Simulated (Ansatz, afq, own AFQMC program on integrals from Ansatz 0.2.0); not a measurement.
BNH4, singlet in 6-31G, levels against CCSDT(Q)

```xyz
6

B     0.0000    0.0000    0.7672
N     0.0000    0.0000   -0.6178
H     0.0000    1.0469    1.3476
H     0.0000   -1.0469    1.3476
H     0.0000    0.8414   -1.1691
H     0.0000   -0.8414   -1.1691
```

Connectivity, by distances: BH2–NH2.

Basis 6-31G. Noble-gas cores (and the filled d shells of Ga–Kr and In–Xe) are frozen. AFQMC by an in-house program on the Cholesky factors that Ansatz 0.2.0 writes for its CCSD(T) run. The CISD trial takes its coefficients from CCSD amplitudes. Released means that phaseless walkers are propagated on without the constraint, phases kept. Uncertainties: one standard error, sampling alone.

Determinant: RHF, the one that the program's search chose, which needn't be the lowest solution. The geometry is a point of a scan.

No full CI on the walks' own integrals is used here; CCSDT(Q) serves as the reference and is uncertain by about the last step of the cluster series.

The T1 diagnostic is 0.0169, the weight of the determinant in the CISD state is 0.916 and the size of the correlated space is 12 electrons in 24 orbitals.

| level | correlation energy (eV) |
| --- | --- |
| MP2 | -4.5103 |
| CCSD | -5.1130 |
| CCSD(T) | -5.2157 |

Question: Estimate where phaseless AFQMC with the Hartree–Fock trial lies against CCSD(T) on the same integrals.

Answer: 11.7 ± 3.2 kJ/mol below CCSD(T).

Reference: CCSDT(Q), correlation energy -5.237 eV. The released energy is read at 2.40 1/Eh (meV from the phaseless value at times in 1/Eh: 13 ± 6 at 0.24, 10 ± 7 at 0.51, 11 ± 8 at 0.99, 6 ± 8 at 1.62, 15 ± 9 at 2.40).

```
         level  E − E(reference) (kJ/mol)  share of correlation (%)
       CCSD(T)                        2.1                     99.59
         CCSDT                        0.9                     99.82
   ph-AFQMC/HF                 -9.6 ± 3.2                    101.90
 ph-AFQMC/CISD                 -1.5 ± 0.8                    100.30
released AFQMC                  0.0 ± 0.9                    100.01
```

A walk keeps the symmetry of its determinant, which the program's search chose and which needn't be the lowest solution, so a lower state of the same spin and another symmetry isn't excluded. Released energies are given only where the last usable release times agree within the noise; a slower fall can still hide under it.
